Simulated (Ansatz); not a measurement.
Basis-set extrapolation for AlH$_{5}$SSi, SMILES `[AlH2][SiH2]S` (PBE0-D4/def2-TZVP geometry, frozen core, the Gaussian-basis code of Ansatz). Multiplicity 1, RHF reference.

|  | def2-TZVPP | def2-QZVPP |
| --- | --- | --- |
| HF | -931.331013 | -931.358378 |
| MP2 correlation | -0.384097 | -0.415544 |
| CCSD(T) correlation | -0.456844 | not run |

Energies in hartree. Use E(X) = E(∞) + A·exp(−7.88·√X) for Hartree–Fock and E(X) = E(∞) + B·X^(−2.97) for correlation, with X = 3 and 4, and add CCSD(T) minus MP2 of the smaller set to the MP2 limit.

Problem. What is the CCSD(T) energy at the basis-set limit?

Solution. HF limit: -931.358378 + (-0.027365) × 0.13774 = -931.36215. MP2 limit: -0.415544 + (-0.031447) × 0.74074 = -0.43884. Higher-order term: -0.456844 − (-0.384097) = -0.07275. Total: -931.87374 hartree, 225.5 kJ/mol below CCSD(T)/def2-TZVPP.
